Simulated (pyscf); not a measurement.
F–W(F)(=Se)=Se + HF -> F–W(F)(F)(=Se)–SeH, an addition across a multiple bond or ene-type step (singlet surface; F–H broken, H–Se, F–W formed). Structures and frequencies: ωB97X-D3(BJ)/def2-SVP in PySCF. Energies in kJ/mol from the separated reactants.

Small-basis levels: PySCF, no dispersion term, spherical d functions. AM1 to PM7: differences of heats of formation from MOPAC, which are fitted to 298 K values and so differ in kind from electronic energies by zero-point and thermal terms. GFN2-xTB: tblite. Cost: rough CPU time at the saddle relative to B3LYP/6-31G*+LANL2DZ, from one job on a shared machine.

```csv
level,barrier,reaction energy,cost
MP2/6-31G*+LANL2DZ,82.7,-39.2,0.2
SVWN5/6-31G*+LANL2DZ,-35.4,-128.3,1
BP86/6-31G*+LANL2DZ,25.3,-84.9,2
B3LYP/LANL2DZ,77.3,-46.1,0.9
B3LYP/6-31G*+LANL2DZ,47.8,-79.9,1
M06-2X/6-31G*+LANL2DZ,56.6,-63.2,2
B3LYP/6-311+G**+LANL2DZ,95.3,-13.9,1
PBE/def2-SVP,-4.9,-96.3,3
B3LYP/def2-SVP,26.4,-83.0,2
GFN2-xTB,-120.0,-290.3,under 0.02
PM6,-41.2,-304.5,under 0.02
PM7,-598.3,-1309.9,under 0.02
ωB97M-D3(BJ)/def2-TZVP,51.7,-64.9,–
```

Against the last row the barrier runs from -650.0 (PM7) to +43.6 kJ/mol (B3LYP/6-311+G**+LANL2DZ). At SVWN5/6-31G*+LANL2DZ, PBE/def2-SVP, GFN2-xTB, PM6, PM7 this geometry lies under one side, so the entry may be no barrier of that level: it is a single point on another level's saddle. ωB97M-D3(BJ)/def2-TZVP has limits of its own. On the reactant side the descent ends in an adduct with a F–W contact, 6.3 kJ/mol under the separated species and 51.3 kJ/mol under the saddle at ωB97X-D3(BJ)/def2-TZVP. What is counted as formed (F–W) is already present as a longer contact in the reactant adduct; forming that adduct is a step of its own. This is the saddle that the search found; another between the same sides may lie lower. In the def2 sets elements up to Kr have no core potential. In the def2 sets elements past Kr carry core potentials, without spin-orbit coupling.
